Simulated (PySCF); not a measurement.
Species: 1-pyrroline, C₄H₇N.
InChI=1S/C4H7N/c1-2-4-5-3-1/h3H,1-2,4H2

The closed-shell ground state was solved at several levels (PySCF, density fitting, gas phase, non-relativistic). Isolated species at its PBE0-D3(BJ)/def2-TZVP geometry, gas phase.

| level | basis functions | total energy (Eh) | HOMO (eV) | LUMO (eV) | gap (eV) | dipole (D) |
| --- | --- | --- | --- | --- | --- | --- |
| KT3/pcSseg-2 | 278 | -214.8355 | -6.11 | -0.96 | 5.15 | 2.08 |
| PBE0/pcSseg-2 | 278 | -211.1945 | -7.42 | 0.12 | 7.54 | 2.23 |
| wB97X-D/pcSseg-2 | 278 | -211.3771 | -9.32 | 1.99 | 11.31 | 2.29 |

**Question.** Estimate the row for B97-2/pcSseg-2, a basis of 278 functions; the other rows only guide the guess.

**Answer.** Total energy -211.3719 Eh, HOMO -7.15 eV, LUMO 0.04 eV, gap 7.19 eV, dipole 2.21 D.

**Question.** Over all these levels, which gives the widest orbital gap and which the narrowest?

**Answer.** wB97X-D/pcSseg-2 (range-separated hybrid) has the widest, 11.31 eV, and KT3/pcSseg-2 (GGA) the narrowest, 5.15 eV. From the narrowest to the widest the HOMO moves by -3.21 eV and the LUMO by +2.95 eV.

**Question.** In the pcSseg-2 basis, how does the gap go with the fixed share of exact exchange?

**Answer.** KT3 (0 %) 5.15 eV; B97-2 (21 %) 7.19 eV; PBE0 (25 %) 7.54 eV. Each rise in the share widens the gap here.

**Question.** How far do the dipole and the HOMO energy spread over the levels?

**Answer.** The dipole runs from 2.08 to 2.29 D (mean 2.20 D) and the HOMO from -9.32 to -6.11 eV.

Note: wB97X-D ran without an empirical dispersion term, which enters the total energy and its gradient alone.
